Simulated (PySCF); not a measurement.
# C2H5ClO2S: core ionisation energies

C₂H₅ClO₂S.
Geometry (GFN2-xTB, Å), atoms numbered from 1 in this order:
```xyz
11
C2H5ClO2S angstrom
C     -1.2524    0.3158   -0.2826
C     -0.2768   -0.3979    0.6126
S      1.3491   -0.2557   -0.1566
O      1.2841   -0.5978   -1.5393
O      2.3506   -0.8655    0.6563
Cl     1.6651    1.7562   -0.0586
H     -2.2767    0.1634    0.0519
H     -1.1534   -0.0659   -1.2960
H     -1.0464    1.3835   -0.2939
H     -0.4568   -1.4674    0.6774
H     -0.1809    0.0339    1.6030
```

The calculation used PySCF, delta-SCF UKS SCAN, pcX-2 on the ionised atom, pcseg-1 elsewhere, spin-free X2C. Binding energies are ΔSCF values: E(core-ionised, relaxed orbitals) − E(ground state) at a fixed geometry, referred to the vacuum level.

Problem. Give the core binding energies atom by atom.

Solution. 
| atom(s) | bonded to | level | binding energy (eV) | 2p1/2 (eV) | above the level's lowest (eV) | count |
| --- | --- | --- | --- | --- | --- | --- |
| Cl6 | S | Cl 2p3/2 | 206.44 | 208.10 | 0.00 | 1 |
| C1 | C and 3 H | C 1s | 291.64 | – | 0.00 | 1 |
| C2 | S, C and 2 H | C 1s | 292.39 | – | +0.75 | 1 |
| O4/O5 | S (double bond) | O 1s | 538.48 | – | 0.00 | 2 |
| S3 | 2 O (double bond), Cl and C | S 1s | 2483.68 | – | 0.00 | 1 |
| Cl6 | S | Cl 1s | 2829.01 | – | 0.00 | 1 |

Lowest listed C 1s: C1, bonded to C and 3 H. Highest, 0.75 eV above it: C2, bonded to S, C and 2 H. Summing the Pauling electronegativity differences to the bonded atoms, each weighted by its formal bond order, gives -1.05 for the lowest site and -0.67 for the highest.

Problem. Which photon energy gives electrons from Cl 2p3/2 of Cl6 a kinetic energy of 200 eV, and what is their de Broglie wavelength?

Solution. hν = 206.44 + 200 = 406.44 eV, recoil neglected; λ = 12.264 Å/√(E/eV) = 0.87 Å.

Problem. Express the binding energy of Cl 2p3/2 of Cl6 in atomic units and per mole.

Solution. 206.44 eV = 7.5865 Eh = 19918 kJ/mol.

Topologically equivalent atoms share the value of their first member; where this conformer doesn't relate them by symmetry, their own values could differ. Not every level is listed. 2p3/2 and 2p1/2 are the ΔSCF energy of one spin-free 2p hole plus the eigenvalues of a spin–orbit and ligand-field matrix of the shell. 2p1/2 minus 2p3/2 (ligand field included): Cl 1.65 eV. Geometry: GFN2-xTB, one conformer, isolated molecule.

Time: 47 s wall. Hardware: one thread, x86-64 server, shared host.
